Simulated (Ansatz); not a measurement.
C₃H₇FO, SMILES `CC(F)CO`, relaxed with RKS PBE0-D4/def2-TZVP in Ansatz 0.2.0 from a PBE-D4/def2-SVP geometry. The force threshold is 0.005 eV/Å; the program also tests the step.

The species carries charge 0 and has multiplicity 1.

Start:

```xyz
12

C     0.695   -0.282   -1.334
C     0.481   -0.108    0.156
F     1.126    1.074    0.583
C    -0.976    0.031    0.583
O    -1.087    0.268    1.967
H     1.776   -0.301   -1.572
H     0.228    0.550   -1.899
H     0.250   -1.236   -1.680
H     0.947   -0.942    0.730
H    -1.522   -0.908    0.352
H    -1.443    0.844   -0.030
H    -0.476    1.010    2.144
```

```json
{"step": "1", "energy (eV)": "-7983.8040", "largest force (eV/Å)": "0.748", "largest move (Å)": "0.000"}
{"step": "2", "energy (eV)": "-7983.8494", "largest force (eV/Å)": "0.264", "largest move (Å)": "0.026"}
{"step": "3", "energy (eV)": "-7983.8558", "largest force (eV/Å)": "0.049", "largest move (Å)": "0.029"}
{"step": "4", "energy (eV)": "-7983.8565", "largest force (eV/Å)": "0.026", "largest move (Å)": "0.014"}
{"step": "5", "energy (eV)": "-7983.8569", "largest force (eV/Å)": "0.017", "largest move (Å)": "0.021"}
{"step": "6", "energy (eV)": "-7983.8570", "largest force (eV/Å)": "0.006", "largest move (Å)": "0.006"}
{"step": "7", "energy (eV)": "-7983.8570", "largest force (eV/Å)": "0.003", "largest move (Å)": "0.003"}
```

End:

```xyz
12

C     0.684   -0.294   -1.328
C     0.494   -0.096    0.151
F     1.144    1.083    0.539
C    -0.951    0.042    0.566
O    -1.092    0.226    1.951
H     1.746   -0.322   -1.575
H     0.218    0.519   -1.890
H     0.234   -1.238   -1.643
H     0.963   -0.901    0.727
H    -1.490   -0.873    0.308
H    -1.403    0.871    0.000
H    -0.549    0.982    2.195
```

It took 21 s on 4 threads of an Arm Neoverse V2 on a shared host, with 0.42 GiB of host memory at the peak.
